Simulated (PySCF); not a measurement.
Bond curve of N₂⁺

Set-up: PySCF, no relativity, basis sets N def2-TZVP. Energies in eV from N⁺ + N in their ground configurations at the same level. All curves are PBE0. state 1: ²Σg⁺ (doublet), unpaired electrons σ ↑; state 2: ²Πu (doublet), unpaired electrons π ↑, a second solution, started from another occupation; state 3: ⁴Πg (quartet), unpaired electrons π ↑↑↑, a second solution, started from another occupation; state 4: sextet, unpaired electrons σ ↑, π ↑↑↑↑, a second solution, started from another occupation.

```csv
R (Å),state 1,state 2,state 3,state 4
0.949,-6.239,-3.662,8.268,15.688
0.994,-7.604,-5.508,5.044,11.658
1.038,-8.371,-6.712,2.586,8.472
1.071,-8.645,-7.288,1.144,6.532
1.104,-8.721,-7.644,-0.021,4.907
1.137,-8.639,-7.824,-0.955,3.546
1.181,-8.345,-7.849,-1.908,2.069
1.236,-7.768,-7.626,-2.729,0.660
1.303,-6.889,-7.112,-3.315,-0.550
1.391,-5.577,-6.189,-3.639,-1.594
```

Q: Put a parabola through the three lowest points of the state 1 curve and estimate Re, k and ωe (reduced mass 7.002 u; 1 eV/Å² = 0.16022 mdyn/Å; ωe = 1302.8·√(k/μ) cm⁻¹).

A: Through R = 1.071, 1.104, 1.137 Å the second-order coefficient is 72.5 eV/Å², so Re ≈ 1.103 Å, k ≈ 23.2 mdyn/Å and ωe ≈ 2374 cm⁻¹. A polynomial fit of higher order to the unrounded PBE0 energies gives Re = 1.102 Å, k = 23.2 mdyn/Å, ωe = 2371 cm⁻¹; anharmonicity and rounding make the difference.

The higher-order fit for each curve: state 1: Re = 1.102 Å, ωe = 2371 cm⁻¹, De = 8.72 eV; state 2: Re = 1.164 Å, ωe = 2035 cm⁻¹, minimum 7.86 eV below the ground-state fragments; state 3: Re = 1.430 Å, ωe = 1138 cm⁻¹, minimum 3.67 eV below the ground-state fragments. State 4 gave no clean fit.

The state is the lowest determinant that a PBE0 search found; another state may lie lower at other levels.
